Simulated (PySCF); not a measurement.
## Gas-phase thermal properties of C₂H₄

Method: PySCF energies (xtb for GFN2) plus ideal-gas RRHO corrections (1 bar). The comparison is the NASA 1993 polynomial table, which mixes measured and estimated data. 6-31G* has spherical d functions here. All species are closed-shell singlets. B3LYP is the form with VWN-RPA correlation. The harmonic model lacks anharmonicity and excited electronic states, which grow with temperature; levels with a mode under 35 cm⁻¹ are left out.

| level | point group | σ | ZPE (kJ/mol) | S°298 (J/mol/K) | Cp298 (J/mol/K) | S°1000 (J/mol/K) | H1000 − H298 (kJ/mol) |
|---|---|---|---|---|---|---|---|
| table | - | - | - | 219.3 | 42.9 | 300.3 | 50.6 |
| B3LYP/6-31G* | D2h | 4 | 134.5 | 219.1 | 42.2 | 298.5 | 49.6 |
| GFN2-xTB | D2h | 4 | 131.0 | 219.0 | 42.8 | 299.6 | 50.4 |
| HF/6-31G* | D2h | 4 | 143.8 | 218.1 | 39.9 | 293.3 | 47.2 |
| PBE/def2-SVP | D2h | 4 | 129.7 | 219.8 | 43.5 | 301.5 | 51.0 |
| PBE0/def2-TZVP | D2h | 4 | 134.2 | 218.9 | 42.1 | 298.5 | 49.7 |
σ: rotational symmetry number. Electronic degeneracy used: 1. Frequencies are unscaled.
